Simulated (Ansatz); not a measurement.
Two isomers of C5H7F: A = `FC1=CCCC1`, B = `FC1C=CCC1`.

Gas-phase electronic energies from Ansatz, PBE0-D4/def2-TZVP geometries. CCSD(T)/CBS adds triple-zeta CCSD(T) − MP2 to the extrapolated MP2 energy (def2 sets, frozen cores). DFT in def2-TZVPP.

Q: Which isomer does CCSD(T)/CBS put lower? Give the gap. (Best estimate.)

A: Computed: B, by 6.7 kJ/mol.

Q: Give E(B) − E(A) in kJ/mol with MP2/def2-TZVPP, LDA (SPW92), ωB97M-V, PBE-D4, CCSD(T)/def2-TZVPP, B2PLYP, r2SCAN-D4. (An estimate is asked.)

A: Ansatz gave: MP2/def2-TZVPP -3.9, LDA (SPW92) 3.7, ωB97M-V -3.7, PBE-D4 0.2, CCSD(T)/def2-TZVPP -4.7, B2PLYP -4.7, r2SCAN-D4 -1.8. The order is the other way round with LDA (SPW92).

Q: Does the order hold for the free energy at 298.15 K (harmonic terms from PBE0-D4)? (Best estimate.)

A: Ansatz gave: Yes: G(B) − G(A) = -7.1 kJ/mol.

Largest T1 diagnostic: 0.011.

At CCSD(T), def2-SVP lies +7.6 kJ/mol from the extrapolated value and def2-TZVPP +2.0 kJ/mol. Leaving LDA and LC-ωPBE aside and taking each functional with its dispersion term where it has one, the values, not all of them listed here, spread over 5.6 kJ/mol, from BHLYP-D4 to HSE06-D4. LDA lies +3.2 kJ/mol from PBE without D4.
